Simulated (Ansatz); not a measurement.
A made-up structure of CHClLi (charge +1), singlet:

```
4
angstrom
Li -0.1842 1.5068 -0.5329
C -0.1393 -0.0650 -0.0873
Cl 1.3028 -0.8701 1.2044
H -0.9794 -0.5718 -0.5841
```

It is relaxed with PBE-D4/def2-SVP and then PBE0-D4/def2-TZVP (Ansatz 0.2.0). Atoms count as bonded within 1.22 times the sum of their covalent radii (H–H: 0.88 Å). The end point is not checked to be a true minimum.

(1) Does its bonding change? (Judge from chemistry; the calculation decides.)

## Answers

(1) The calculation gives: No: no bond forms or breaks.

Where it ends: The first stage lowers the energy by 3.08 eV in 8 steps. It ends as CHClLi ([Li][CH][Cl]), total charge +1:
```
atom    x (Å)    y (Å)    z (Å)
 Li1  -0.0892   1.8922  -0.5629
  C2  -0.1023  -0.1384  -0.0404
 Cl3   0.9918  -0.8267   0.9600
  H4  -0.8003  -0.9271  -0.3567
```

Labels in which every atom is bracketed show which atoms are joined, not bond orders.

For scale, one of the runs: PBE0-D4/def2-TZVP relaxation, 88 basis functions, launched by `ansatz run in.yaml --threads 2 --pin off --events-out ev --progress --plain --max-ram 4352MiB`. Hardware: 2 CPU threads of an Arm Neoverse V2, shared host. Wall time about 7.5 s.
